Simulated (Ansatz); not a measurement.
One change: `OC(S)S` becomes `OCS`.

Ansatz, PBE0-D4/def2-TZVP geometries, multiplicity 1. Each molecule was computed in one conformer, which needn't be the lowest.

| property | `OC(S)S` |
| --- | --- |
| HOMO energy (PBE0/def2-TZVPP) / eV | -7.20 |
| size of the dipole moment (B3LYP/def2-TZVPP) / D | 1.23 |
| LUMO energy (PBE/def2-TZVPP) / eV | -1.48 |
| HOMO–LUMO gap (B3LYP/def2-TZVPP) / eV | 6.20 |
| LUMO energy (ωB97M-V/def2-TZVPP) / eV | 1.46 |
| HOMO–LUMO gap (PBE0/def2-TZVPP) / eV | 6.69 |

Q: What does the change do to each property? (Best estimate.)

A: Ansatz gave: 
```csv
property,`OCS`,shift
HOMO energy (PBE0/def2-TZVPP) / eV,-7.10,0.10
size of the dipole moment (B3LYP/def2-TZVPP) / D,2.41,1.18
LUMO energy (PBE/def2-TZVPP) / eV,-0.45,1.03
HOMO–LUMO gap (B3LYP/def2-TZVPP) / eV,7.01,0.81
LUMO energy (ωB97M-V/def2-TZVPP) / eV,2.12,0.66
HOMO–LUMO gap (PBE0/def2-TZVPP) / eV,7.58,0.89
```

With PBE0 the HOMO rises by 0.10 eV and the LUMO rises by 1.00 eV, so the gap widens by about 0.90 eV. PBE moves the HOMO by 0.12 eV and ωB97M-V by 0.05 eV. The zero-point energy changes by 0.4 kJ/mol with -3 modes. Dipoles are sizes alone; their direction can turn.

B3LYP here is the variant with VWN-RPA as its local correlation; programs differ in this.
